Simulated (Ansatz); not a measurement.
For B20 (FeSi-type) FeSi, PBE-D3(BJ) in Ansatz (plane waves, PAW) gives:

- lattice constant a: 4.401 Å
- formation enthalpy: -0.643 eV/atom

### Question
What does HSE06 (PAW; Ansatz, a first-principles code) give for the same quantities?

### Answer

- lattice constant a: 4.381 Å (falls by 0.5 %)
- formation enthalpy: -0.021 eV/atom (moves by +0.622 eV/atom)

For comparison: lattice constant a 4.483 Å (measured, temperature not stated, not corrected to a static lattice; as tabulated in Wikipedia's data pages); formation enthalpy -0.400 ± 0.02 eV/atom (measured, 298 K, copied from a table, unchecked, not corrected to a static lattice; as tabulated in Wang et al. (2021), doi:10.1038/s41598-021-94550-5).

Changes are worked out from the printed values.

Unless a cell is named, each level is at its own relaxed cell (PBE-D3(BJ) 10.66, HSE06 10.51 Å³/atom).

The crystal itself was run without spin with PBE-D3(BJ), HSE06; a magnetic state was not tried in these runs.

Ansatz's density-functional and Hartree–Fock values are scalar-relativistic unless marked +SOC, with PAW data made under PBE.
